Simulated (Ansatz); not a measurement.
Geometry optimisation, Ansatz, RKS r2SCAN/def2-SVP.

Input:

```yaml
crystal:
  periodic: [false, false, false]
  atoms:
    - { symbol: C, position_ang: [0.4196, -0.7002, 1.074] }
    - { symbol: C, position_ang: [0.3244, -0.3101, -0.4045] }
    - { symbol: S, position_ang: [1.1687, -1.1936, -1.5445] }
    - { symbol: C, position_ang: [-0.5177, 0.8197, -0.8364] }
    - { symbol: F, position_ang: [-0.5492, 1.8414, 0.03] }
    - { symbol: H, position_ang: [0.6523, 0.249, 1.6341] }
    - { symbol: H, position_ang: [1.1143, -1.4497, 1.2859] }
    - { symbol: H, position_ang: [-0.5859, -0.9606, 1.3753] }
    - { symbol: H, position_ang: [0.07837, 0.67399, -0.00558] }
    - { symbol: H, position_ang: [-0.328, 1.2014, -1.7966] }
basis:
  gaussian: { orbitals: def2-SVP }
hamiltonian:
  xc: r2scan
relax:
  f_tol: 0.02
  max_steps: 50
```

Run as:

```bash
$ ansatz run input.yaml --threads 2 --pin off --max-ram 3072MiB --backend cpu --events-out ev --progress --plain --runs-dir out
```

Where does it end, and by what steps?

The run converged. The force dipped under the threshold on the way, but the program's further checks kept it going. After 16 steps the energy has fallen by 6.300 eV; H9 moved furthest, 1.56 Å. Parted: C2–H9.

```
step  energy less start (eV)  largest force component (eV/Å)  accepted
   0                  0.0000                           6.005       yes
   1                 -1.5397                           4.459       yes
   2                 -2.5532                           2.550       yes
   3                 -3.3123                           2.623       yes
   4                 -4.1343                           2.618       yes
   5                 -5.0051                           1.991       yes
   6                 -5.6188                           1.614       yes
   7                 -6.0553                           0.907       yes
   8                 -6.2286                           0.835       yes
   9                 -6.2558                           0.976       yes
  10                 -6.2774                           0.485       yes
  11                 -6.2965                           0.149       yes
  12                 -6.2990                           0.022       yes
  13                 -6.2996                           0.015       yes
  14                 -6.2999                           0.043       yes
  15                 -6.3000                           0.038       yes
  16                 -6.3001                           0.004       yes
```

```xyz
10
Properties=species:S:1:pos:R:3
C 0.263 -0.779 1.093
C 0.503 -0.349 -0.314
S 1.334 -1.207 -1.427
C -0.080 0.989 -0.695
F -0.770 1.576 0.346
H 0.661 -0.020 1.789
H 0.717 -1.757 1.292
H -0.823 -0.810 1.293
H 0.735 1.666 -1.011
H -0.763 0.863 -1.554
```

Whether the end is a true minimum wasn't checked by a vibrational analysis.

Time of the run: 49 s on 2 threads of Arm Neoverse V2 (shared host), peak memory 0.15 GiB.
